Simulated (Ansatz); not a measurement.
## Ansatz (development build ahead of 0.2.0) run

```yaml
crystal:
  periodic: [false, false, false]
  atoms:
    - { symbol: O, position_ang: [0.3877, -0.4082, 0.1305] }
    - { symbol: C, position_ang: [0.2411, 0.1295, -1.1438] }
    - { symbol: C, position_ang: [-0.4935, 0.1362, 1.0589] }
    - { symbol: H, position_ang: [0.9725, -0.3563, -1.8054] }
    - { symbol: H, position_ang: [-0.7736, -0.0442, -1.5575] }
    - { symbol: H, position_ang: [0.4272, 1.2232, -1.1609] }
    - { symbol: H, position_ang: [-0.3066, -0.3447, 2.0296] }
    - { symbol: H, position_ang: [-0.3529, 1.2303, 1.1782] }
    - { symbol: H, position_ang: [-1.5537, -0.0372, 0.7815] }
basis:
  gaussian: { orbitals: def2-SVP }
total_charge: 1
magnetization:
  spin_polarized: true
  initial_magnetization: 1
hamiltonian:
  xc: hf
output:
  forces: true
```

The input is written out in the form of the current development build from the run's settings.

Output:

```yaml
Converged: yes
Total_energy: -153.62098 hartree
Spin_squared_of_the_determinant: 0.763
Stability_test: minimum
```

Forces (eV/Å):
```csv
atom,Fx,Fy,Fz
O1,-0.445,0.468,-0.146
C2,0.749,0.346,-3.362
C3,-1.419,0.365,3.129
H4,-0.307,0.142,0.471
H5,0.402,-0.100,0.772
H6,-0.095,-0.626,0.609
H7,0.039,0.138,-0.559
H8,0.289,-0.629,-0.540
H9,0.786,-0.103,-0.375
```
